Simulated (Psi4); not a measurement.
# One shape, several levels: CH5BF− (SMILES [BH3-]CF)

We compute a comparison of 5 runs (HF/3-21G, B3LYP/def2-SVP, MP2.5/cc-pVDZ-DK, CCSD(T)/6-311G*) of CH5BF−. 

The calculation is run with Psi4 1.11.

4 further runs of the same task are left out: 2 that didn't finish, 2 set aside as unsound or not needed.

**1. The system as given**

CH5BF− has 8 atoms, charge -1, and is taken as a singlet. As SMILES, `[BH3-]CF`. The coordinates come from a GFN2-xTB relaxation.

Bond lengths: B1–C2 1.647 Å, C2–F3 1.416 Å, B1–H4 1.217 Å, B1–H5 1.217 Å, B1–H6 1.226 Å, C2–H7 1.100 Å, C2–H8 1.101 Å. Some angles: B1–C2–F3 115.9°, B1–C2–H7 112.4°, B1–C2–H8 112.5°, F3–C2–H7 103.9°, F3–C2–H8 103.9°, C2–B1–H4 110.7°, C2–B1–H5 110.6°, C2–B1–H6 105.8°, H7–C2–H8 107.3°, H4–B1–H5 110.4°.

**2. The energy at HF/3-21G (run 1)**

Input file ch5bf.inp:

```
memory 1600 mb

molecule molecule1 {
  -1 1
  B     -1.04271308     1.01960173    -0.70505682
  C      0.91678173    -0.93250425     0.72193207
  F      2.91083964    -1.89377014    -0.78040020
  H     -2.10585410    -0.03074584    -2.45324245
  H      0.07301902     2.88789836    -1.45013803
  H     -2.60215287     1.63206197     0.89563570
  H      1.88677815    -0.04561799     2.33352830
  H     -0.03666069    -2.63690494     1.43774143
  units bohr
  symmetry c1
  no_reorient
  no_com
}

set {
  basis 3-21G
  puream true
  e_convergence 1e-09
  d_convergence 1e-08
  scf_type pk
}

E, wfn = energy('scf', return_wfn=True)
oeprop(wfn, 'MULLIKEN_CHARGES', 'QUADRUPOLE', 'WIBERG_LOWDIN_INDICES', title='SCF')
print_variables()
```

On the command line:

```
$ psi4 ch5bf.inp ch5bf.out -n 1
```

ch5bf.out:

```text
[...]
  Running in c1 symmetry.
[...]
  Nuclear repulsion =   69.147873272336696
[...]
  Multiplicity = 1
[...]
  Nalpha       = 13
  Nbeta        = 13
[...]
    Number of basis functions: 37
[...]
   @RHF iter   1:  -163.89903271660364   -9.72980e-01   8.87907e-03 ADIIS/DIIS
[...]
   @RHF iter  11:  -163.96811476261996   -3.97904e-13   2.93250e-09 DIIS
[...]
    Orbital Energies [Eh]
    ---------------------
    Doubly Occupied:
       1A    -25.893331     2A    -10.999065     3A     -7.244067
       4A     -1.327122     5A     -0.704728     6A     -0.472866
       7A     -0.448390     8A     -0.423226     9A     -0.366905
      10A     -0.293875    11A     -0.195446    12A     -0.190567
      13A     -0.185704
[...]
  @RHF Final Energy:  -163.96811476261996
   => Energetics <=
    Nuclear Repulsion Energy =             69.1478732723366960
    One-Electron Energy =                -368.7413905630529598
    Two-Electron Energy =                 135.6254025280962878
    Total Energy =                       -163.9681147626199618
[...]
 Multipole Moments:
 ------------------------------------------------------------------------------------
     Multipole            Electronic (a.u.)      Nuclear  (a.u.)        Total (a.u.)
 ------------------------------------------------------------------------------------
 L = 1.  Multiply by 2.5417464519 to convert [e a0] to [Debye]
 Dipole X            :        -23.5404311           23.6998112            0.1593801
 Dipole Y            :         15.2727311          -15.7342566           -0.4615254
 Dipole Z            :          6.4441667           -5.4537685            0.9903982
 Magnitude           :                                                    1.1042175
 L = 2.  Multiply by 1.3450342976 to convert [e a0^2] to [Debye ang]
 Quadrupole XX       :       -123.8528674          101.5085006          -22.3443668
 Quadrupole XY       :         67.1142418          -64.0179854            3.0962564
[...]
  Mulliken Charges: (a.u.)
   Center  Symbol    Alpha    Beta     Spin     Total
       1     B     2.49339  2.49339  0.00000  0.01321
       2     C     3.09844  3.09844  0.00000 -0.19688
       3     F     4.73841  4.73841  0.00000 -0.47681
       4     H     0.58076  0.58076  0.00000 -0.16152
       5     H     0.58070  0.58070  0.00000 -0.16141
       6     H     0.58961  0.58961  0.00000 -0.17922
       7     H     0.45931  0.45931  0.00000  0.08139
       8     H     0.45938  0.45938  0.00000  0.08124
   Total alpha = 13.00000, Total beta = 13.00000, Total charge = -1.00000
[...]
```

It took 2.2 s on 1 thread of Intel Xeon Platinum 8259CL at 2.50GHz (Skylake/Cascade Lake), shared host; peak memory 0.18 GiB.

**3. A single-point energy at B3LYP/def2-SVP (run 2)**

Input file input.in:

```
memory 1.6 GB

molecule geom {
  -1 1
  B     -0.551780     0.539550    -0.373100
  C      0.485140    -0.493460     0.382030
  F      1.540350    -1.002140    -0.412970
  H     -1.114370    -0.016270    -1.298200
  H      0.038640     1.528210    -0.767380
  H     -1.377000     0.863650     0.473950
  H      0.998440    -0.024140     1.234850
  H     -0.019400    -1.395390     0.760820
  symmetry c1
}

set {
  basis                def2-SVP
  puream               true
  e_convergence        1e-09
  d_convergence        1e-08
  scf_type             pk
  dft_radial_points    99
  dft_spherical_points 590
}

energy_value, wavefunction = energy('b3lyp', return_wfn=True)
oeprop(wavefunction, 'LOWDIN_CHARGES', 'MULLIKEN_CHARGES', 'WIBERG_LOWDIN_INDICES', title='B3LYP')
print_variables()
```

On the command line:

```
$ psi4 input.in input.out -n 1
```

input.out:

```text
[...]
  Running in c1 symmetry.
[...]
  Nuclear repulsion =   69.147873280616494
[...]
  Multiplicity = 1
[...]
  Nalpha       = 13
  Nbeta        = 13
[...]
    Number of basis functions: 67
[...]
   @RKS iter   1:  -165.38668282455203   -3.84709e-01   9.87885e-03 DIIS/ADIIS
[...]
   @RKS iter  11:  -165.68876201193700   -5.40012e-13   1.87896e-09 DIIS
[...]
    Orbital Energies [Eh]
    ---------------------
    Doubly Occupied:
       1A    -24.438900     2A    -10.013712     3A     -6.456480
       4A     -0.934095     5A     -0.453900     6A     -0.270270
       7A     -0.255963     8A     -0.254955     9A     -0.180701
      10A     -0.126910    11A     -0.067702    12A     -0.057838
      13A     -0.055301
[...]
  @RKS Final Energy:  -165.68876201193700
   => Energetics <=
    Nuclear Repulsion Energy =             69.1478732806164942
    One-Electron Energy =                -369.7297271430408045
    Two-Electron Energy =                 152.7269406874489164
    DFT Exchange-Correlation Energy =     -17.8338488369616286
    Empirical Dispersion Energy =           0.0000000000000000
    VV10 Nonlocal Energy =                  0.0000000000000000
    Total Energy =                       -165.6887620119370013
[...]
 Multipole Moments:
 ------------------------------------------------------------------------------------
     Multipole            Electronic (a.u.)      Nuclear  (a.u.)        Total (a.u.)
 ------------------------------------------------------------------------------------
 L = 1.  Multiply by 2.5417464519 to convert [e a0] to [Debye]
 Dipole X            :          5.3231617           -3.9409845            1.3821772
 Dipole Y            :         -3.6410727            2.3980603           -1.2430123
 Dipole Z            :         -0.9154119            1.5370627            0.6216509
 Magnitude           :                                                    1.9600876
[...]
  Mulliken Charges: (a.u.)
   Center  Symbol    Alpha    Beta     Spin     Total
       1     B     2.62785  2.62785  0.00000 -0.25570
       2     C     2.83968  2.83968  0.00000  0.32063
       3     F     4.68386  4.68386  0.00000 -0.36773
       4     H     0.58355  0.58355  0.00000 -0.16711
       5     H     0.58352  0.58352  0.00000 -0.16705
       6     H     0.59395  0.59395  0.00000 -0.18789
       7     H     0.54377  0.54377  0.00000 -0.08754
       8     H     0.54381  0.54381  0.00000 -0.08763
   Total alpha = 13.00000, Total beta = 13.00000, Total charge = -1.00000
[...]
```

Run time: 14 s. Hardware: 1 thread of Intel Xeon Platinum 8259CL at 2.50GHz (Skylake/Cascade Lake), shared host; peak memory 1 GiB.

Runs 3 to 4 aren't shown in full; the table further down has their settings and results.

**4. A single-point energy at CCSD(T)/6-311G(d) (run 5)**

Input file ch5bf.xyz:

```xyz
8
CH5BF
B     -0.551780     0.539550    -0.373100
C      0.485140    -0.493460     0.382030
F      1.540350    -1.002140    -0.412970
H     -1.114370    -0.016270    -1.298200
H      0.038640     1.528210    -0.767380
H     -1.377000     0.863650     0.473950
H      0.998440    -0.024140     1.234850
H     -0.019400    -1.395390     0.760820
```

Input file job.py:

```python
import psi4

psi4.set_memory(1600000000)
psi4.set_num_threads(1)
psi4.core.set_output_file('ch5bf.out', False)

with open('ch5bf.xyz') as f:
    atoms = ''.join(f.readlines()[2:])
m = psi4.geometry('-1 1\n' + atoms + '')

psi4.set_options({
    'reference': 'rhf',
    'scf_type': 'pk',
    'freeze_core': True,
})

energy_value = psi4.energy('ccsd(t)/6-311G*')
print(f'ccsd(t)/6-311G* energy: {energy_value:.10f} Eh')
```

On the command line:

```
$ python job.py
```

ch5bf.out:

```text
[...]
  Running in c1 symmetry.
[...]
  Nuclear repulsion =   69.147873280616494
[...]
  Multiplicity = 1
[...]
  Nalpha       = 13
  Nbeta        = 13
[...]
    Number of basis functions: 69
[...]
   @RHF iter   1:  -164.80518105404812   -8.26467e-01   5.83989e-03 ADIIS/DIIS
[...]
   @RHF iter  11:  -164.91370662162709   -1.59162e-12   3.45721e-09 DIIS
[...]
    Orbital Energies [Eh]
    ---------------------
    Doubly Occupied:
       1A    -26.047912     2A    -11.066420     3A     -7.300011
       4A     -1.359282     5A     -0.718907     6A     -0.489279
       7A     -0.472779     8A     -0.457576     9A     -0.393207
      10A     -0.315154    11A     -0.209887    12A     -0.207306
      13A     -0.200055
[...]
  @RHF Final Energy:  -164.91370662162709
   => Energetics <=
    Nuclear Repulsion Energy =             69.1478732806164942
    One-Electron Energy =                -369.6476101654351396
    Two-Electron Energy =                 135.5860302631915317
    Total Energy =                       -164.9137066216270853
[...]
 Multipole Moments:
 ------------------------------------------------------------------------------------
     Multipole            Electronic (a.u.)      Nuclear  (a.u.)        Total (a.u.)
 ------------------------------------------------------------------------------------
 L = 1.  Multiply by 2.5417464519 to convert [e a0] to [Debye]
 Dipole X            :          5.2569202           -3.9409845            1.3159357
 Dipole Y            :         -3.6262254            2.3980603           -1.2281651
 Dipole Z            :         -0.8164218            1.5370627            0.7206410
 Magnitude           :                                                    1.9389171
[...]
      * MP2 total energy                      = -165.361991098762559
[...]
      * CCSD total energy                     = -165.394837708732013
[...]
      * CCSD(T) total energy                  = -165.407613052210706
```

The script printed:

```text
ccsd(t)/6-311G* energy: -165.4076130522 Eh
```

Wall time 14 s (1 thread of Intel Xeon Platinum 8259CL at 2.50GHz (Skylake/Cascade Lake), shared host); peak memory 0.36 GiB.

**5. Overview of the runs**

| run | level | integration grid | integrals | energy (Eh) | HOMO energy (eV) | LUMO energy (eV) | HOMO–LUMO gap (eV) | wall time |
| --- | --- | --- | --- | --- | --- | --- | --- | --- |
| 1 | HF/3-21G | – | pk | -163.968115 | -5.05 | 13.03 | 18.08 | 2.2 s |
| 2 | B3LYP/def2-SVP | 99 radial × 590 angular | pk | -165.688762 | -1.50 | 7.08 | 8.58 | 14 s |
| 3 | MP2.5/cc-pVDZ-DK (DKH2, fitted SCF) | – | df | -165.453250 | -5.27 | 10.36 | 15.62 | 6 s |
| 4 | MP2.5/cc-pVDZ-DK (fitted SCF) | – | df | -165.335715 | -5.27 | 10.36 | 15.63 | 5.7 s |
| 5 | CCSD(T)/6-311G* | – | pk | -165.407613 | -5.44 | 9.29 | 14.73 | 14 s |

**6. Outcome**

```
                                                    quantity          value
                                         run 5: total energy  -165.40761 Eh
                  run 5: HOMO energy (Hartree–Fock orbitals)       -5.44 eV
                  run 5: LUMO energy (Hartree–Fock orbitals)        9.29 eV
run 5: HOMO–LUMO gap (to an unbound level, set by the basis)       14.73 eV
          run 5: correlation energy (3 core orbitals frozen)     -493.9 mEh
                                       run 5: (T) correction     -12.78 mEh
                                        run 5: T1 diagnostic          0.012
```

In words: In run 4 relativity is left out where basis or elements ask for it. All runs together took 42 s, the longest 14 s.
